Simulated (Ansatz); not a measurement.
in.yaml

```yaml
crystal:
  periodic: [false, false, false]
  atoms:
    - {symbol: O, position_ang: [0.000000, 0.199858, 1.434628]}
    - {symbol: O, position_ang: [0.000000, 0.406627, -1.385152]}
    - {symbol: Si, position_ang: [0.000000, -0.387106, -0.083158]}
    - {symbol: H, position_ang: [0.000000, 1.159459, 1.531796]}
basis:
  gaussian: {orbitals: STO-3G}
total_charge: 1
magnetization: {spin_polarized: false, initial_magnetization: 2}
correlation: {method: ccsdt_q, electrons: all}
```

```sh
$ ansatz run in.yaml --threads 1 --pin off --events-out ev --progress --plain --max-ram 2393MiB
```

Output:

```
352 factors; integrals over basis functions are off by at most 5.2e-8 eV
mean field evaluation 1: about -11792.9107 eV, gradient 2.9e1 eV
mean field evaluation 2: about -11792.9567 eV, gradient 2.9e1 eV
mean field evaluation 4: about -11797.8160 eV, gradient 5.8e0 eV
mean field evaluation 8: about -11798.2395 eV, gradient 1.2e-1 eV
mean field evaluation 16: about -11798.2586 eV, gradient 2.4e-1 eV
mean field evaluation 32: about -11798.1807 eV, gradient 4.2e-1 eV
mean field evaluation 64: about -11798.2382 eV, gradient 1.3e-5 eV
mean field evaluation 96: about -11798.3411 eV, gradient 1.0e0 eV
mean field evaluation 128: about -11798.2382 eV, gradient 4.2e-2 eV
mean field evaluation 160: about -11792.0304 eV, gradient 1.7e1 eV
...
cycle  18  -3.93804823 eV  change   -1.9e-5 eV  update   3.9e-5
cycle  19  -3.93806713 eV  change   -1.9e-5 eV  update   2.7e-5
cycle  20  -3.93808170 eV  change   -1.5e-5 eV  update   1.8e-5
cycle  21  -3.93810128 eV  change   -2.0e-5 eV  update   1.1e-5
cycle  22  -3.93811190 eV  change   -1.1e-5 eV  update   7.3e-6
cycle  23  -3.93812074 eV  change   -8.8e-6 eV  update   4.4e-6
cycle  24  -3.93812666 eV  change   -5.9e-6 eV  update   3.3e-6
cycle  25  -3.93813180 eV  change   -5.1e-6 eV  update   1.8e-6
cycle  26  -3.93813432 eV  change   -2.5e-6 eV  update   1.1e-6
cycle  27  -3.93813591 eV  change   -1.6e-6 eV  update   5.6e-7
perturbative correction 0.00355086 eV, 0.0001304917 hartree
Total energy: -11802.17281426 eV, -433.7218511239 hartree
```

Ran on 1 thread of Arm Neoverse V2, shared host: 17 s wall, 0.77 GiB peak host memory.
